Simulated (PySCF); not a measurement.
# Ways to converge the SCF of LiMg

Aim: find out which solver settings change the answer for LiMg.

Computed with PySCF 2.14.0. Level: method and basis as typed in the scripts.

3 further runs of the same task are left out: 3 that didn't finish.

**1. Starting geometry**

LiMg: 2 atoms, charge 0, spin multiplicity 2.

Bond lengths: Li1–Mg2 2.508 Å.

**2. The run that the others are compared with**

input.py

```python
from pyscf import gto, scf

mol = gto.M(
    atom='Li 0 0 0; Mg 0 0 2.508',
    basis='def2-tzvp',
    charge=0,
    spin=1,
    verbose=3,
)
mf = scf.UHF(mol)
mf.kernel()
mf.dip_moment()
print('orbital energies (hartree):', [e[max(0, n-3):n+3].round(4) for e, n in zip(mf.mo_energy, mol.nelec)])
```

On the command line:

```sh
$ OMP_NUM_THREADS=1 python input.py
```

The log of this run is left out.

It gives: E(SCF) = -207.025562 Eh, ⟨S²⟩ = 0.842, μ = 0.63 D.

The bond length is a typed value, not an optimised one.

**3. Second-order solver on**

Run 1 changes second-order solver: off → on.

input.py

```python
from pyscf import gto, scf

mol = gto.M(
    atom='Li 0 0 0; Mg 0 0 2.508',
    basis='def2-tzvp',
    charge=0,
    spin=1,
    verbose=3,
)
mf = scf.UHF(mol)
mf = mf.newton()
mf.kernel()
mf.dip_moment()
print('orbital energies (hartree):', [e[max(0, n-3):n+3].round(4) for e, n in zip(mf.mo_energy, mol.nelec)])
```

On the command line:

```sh
$ OMP_NUM_THREADS=1 python input.py
```

**4. Smearing width 0.001 hartree**

Run 2 changes smearing width: none → 0.001 hartree.

input.py: that of step 2 with these lines changed.

```diff
@@ -10,2 +10,3 @@
 mf = scf.UHF(mol)
+mf = scf.addons.smearing_(mf, sigma=0.001, method='fermi')
 mf.kernel()
```

**5. Initial guess chk**

Run 3 changes initial guess: minao → chk.

input.py: that of step 2 with these lines changed.

```diff
@@ -10,2 +10,3 @@
 mf = scf.UHF(mol)
+mf.init_guess = 'chk'
 mf.kernel()
```

**Question.** What will these runs give? Wanted: for each run, E(SCF); from base; gap, α spin; SCF dipole.

**Answer**, as computed:

```tsv
run	E(SCF) (hartree)	from base (eV)	gap, α spin (eV)	SCF dipole (D)
base	-207.025562	0	5.46	0.63
second-order solver on	-207.025562	0.0000	5.46	0.63
smearing width 0.001 hartree	-206.973490	not comparable	n/a	0.17
initial guess chk	-207.025562	0.0000	5.46	0.63
```

What this shows: The SCF energy stays the same, to the digits that matter, with second-order solver on or initial guess chk. PySCF falls back to minao for a guess that it doesn't know or can't read, so that run repeats the base.
